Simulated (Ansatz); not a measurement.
# CH₃BSi (SMILES B1C=[SiH]1): functionals against CCSD(T) at one geometry

Aim: energy, forces and dipole at a structure displaced at random from a GFN2-xTB minimum, from CCSD(T) and from density functionals.

The runs use Ansatz 0.2.0, Gaussian basis; single points in def2-TZVPP.

Cores are frozen in the correlated methods.

## Step 1: The system as given

6 atoms, charge 0, spin multiplicity 1.

Atoms are counted from 1 here; the program's logs count them from 0.

Bond lengths: B1–C2 1.534 Å, B1–Si3 2.015 Å, B1–H4 1.209 Å, C2–Si3 1.879 Å, C2–H5 1.128 Å, Si3–H6 1.506 Å. Angles: C2–B1–Si3 62.2°, C2–B1–H4 151.8°, Si3–B1–H4 146.0°, B1–C2–Si3 71.6°, B1–C2–H5 144.6°, Si3–C2–H5 143.8°, B1–Si3–C2 46.2°, B1–Si3–H6 172.2°, C2–Si3–H6 125.9°.

Geometry (Å):

```mol
CH3BSi
  3D, bonds by distance, orders not assigned

  6  6  0  0  0  0  0  0  0  0999 V2000
   -0.8062   -0.6056   -0.4814 B   0  0
    0.4958    0.1856   -0.6593 C   0  0
    0.0105    0.2411    1.1551 Si  0  0
   -1.7066   -1.2869   -0.9139 H   0  0
    1.2651    0.5348   -1.4071 H   0  0
    0.7700    0.9390    2.2520 H   0  0
  1  2  8  0
  1  3  8  0
  1  4  8  0
  2  3  8  0
  2  5  8  0
  3  6  8  0
M  END
```

## Step 2: CCSD(T)/def2-TZVPP

run/in.yaml

```yaml
crystal:
  periodic: [false, false, false]
  atoms:
    - {symbol: B, position_ang: [-0.806200, -0.605600, -0.481400]}
    - {symbol: C, position_ang: [0.495800, 0.185600, -0.659300]}
    - {symbol: Si, position_ang: [0.010500, 0.241100, 1.155100]}
    - {symbol: H, position_ang: [-1.706600, -1.286900, -0.913900]}
    - {symbol: H, position_ang: [1.265100, 0.534800, -1.407100]}
    - {symbol: H, position_ang: [0.770000, 0.939000, 2.252000]}
basis:
  gaussian: {orbitals: def2-TZVPP}
correlation: {method: ccsd_t}
output: {forces: true}
```

The command line of these runs was not kept.

## Step 3: PBE0-D4/def2-TZVPP

run/in.yaml, as its differences from that of step 2:

```diff
@@ -11,3 +11,3 @@
   gaussian: {orbitals: def2-TZVPP}
-correlation: {method: ccsd_t}
-output: {forces: true}
+hamiltonian: {xc: pbe0, dispersion: d4}
+output: {forces: true, orbitals: {seedname: orbitals}}
```

## Step 4: wB97M-V/def2-TZVPP

run/in.yaml, as its differences from that of step 3:

```diff
@@ -11,3 +11,3 @@
   gaussian: {orbitals: def2-TZVPP}
-hamiltonian: {xc: pbe0, dispersion: d4}
-output: {forces: true, orbitals: {seedname: orbitals}}
+hamiltonian: {xc: {name: wB97M-V}}
+output: {forces: true}
```

## Step 5: r2SCAN-D4/def2-TZVPP

run/in.yaml, as its differences from that of step 4:

```diff
@@ -11,3 +11,3 @@
   gaussian: {orbitals: def2-TZVPP}
-hamiltonian: {xc: {name: wB97M-V}}
+hamiltonian: {xc: r2scan, dispersion: d4}
 output: {forces: true}
```

## Step 6: PBE-D4/def2-TZVPP

run/in.yaml, as its differences from that of step 5:

```diff
@@ -11,3 +11,3 @@
   gaussian: {orbitals: def2-TZVPP}
-hamiltonian: {xc: r2scan, dispersion: d4}
+hamiltonian: {xc: pbe, dispersion: d4}
 output: {forces: true}
```

## Step 7: revPBE-D4/def2-TZVPP

run/in.yaml, as its differences from that of step 6:

```diff
@@ -11,3 +11,3 @@
   gaussian: {orbitals: def2-TZVPP}
-hamiltonian: {xc: pbe, dispersion: d4}
+hamiltonian: {xc: {name: revPBE}, dispersion: d4}
 output: {forces: true}
```

## Step 8: B97M-V/def2-TZVPP

run/in.yaml, as its differences from that of step 7:

```diff
@@ -11,3 +11,3 @@
   gaussian: {orbitals: def2-TZVPP}
-hamiltonian: {xc: {name: revPBE}, dispersion: d4}
+hamiltonian: {xc: {name: B97M-V}}
 output: {forces: true}
```

(Steps that only read results are left out.)

**Question.** What will these runs give? Wanted: energy less free atoms, CCSD(T)/def2-TZVPP; RMS force component; RMS force error; HOMO and LUMO, PBE0-D4; T1 diagnostic.

As calculated:

```
                                  quantity                                                                                            value
energy less free atoms, CCSD(T)/def2-TZVPP                                                                                   -1992.9 kJ/mol
                       RMS force component                                                             0.945 to 1.176 eV/Å over the methods
                           RMS force error  PBE0-D4 0.231, wB97M-V 0.249, r2SCAN-D4 0.185, PBE-D4 0.168, revPBE-D4 0.143, B97M-V 0.252 eV/Å
                    HOMO and LUMO, PBE0-D4                                                                               -6.93 and -1.85 eV
                             T1 diagnostic                                                                                            0.016
```

What this shows: Against CCSD(T) the functionals' energies less atoms differ by -124.9 to -65.2 kJ/mol, PBE-D4 by -124.9 kJ/mol. The reference is not at the basis limit: in triple zeta CCSD(T) underbinds, which counts against methods that bind more; the gaps are no ranking. The forces of revPBE-D4 come nearest to CCSD(T), those of B97M-V are farthest. Frozen-core CCSD(T) forces in triple zeta carry basis errors of their own, and this is one geometry, so small gaps rank nothing.
